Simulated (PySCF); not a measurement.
Ionisation energy of Al by level of theory

Al [Ne] 3s2 3p1 (2P) → Al⁺ [Ne] 3s2 (1S), as a difference of total energies. All numbers are calculated (PySCF 2.14, no relativity, point nucleus, in aug-cc-pV(T+d)Z (6s5p4d2f, 55 functions)). Correlated levels: valence: [Ne] frozen. The calculations carry no spin-orbit coupling.

```csv
method,ionisation energy (eV)
UHF,5.599
PBE,6.071
PBE0,6.089
wB97M-V,5.664
revPBE,6.079
TPSS,6.146
B2PLYP,5.887
MP2 (valence),5.824
SCS-MP2 (valence),5.809
```

Question: Estimate what LDA gives.

Answer: 6.029 eV, closest to PBE among the rows shown.

Question: Estimate what r2SCAN gives.

Answer: 6.164 eV, closest to TPSS among the rows shown.

A first-order spin-orbit estimate (lowest level to lowest level, LS coupling) adds 0.008 eV.

Errors of the correlated levels include the incompleteness of this basis and the frozen core.

For comparison: 5.986 eV (measured; NIST Atomic Spectra Database, ionization energies).
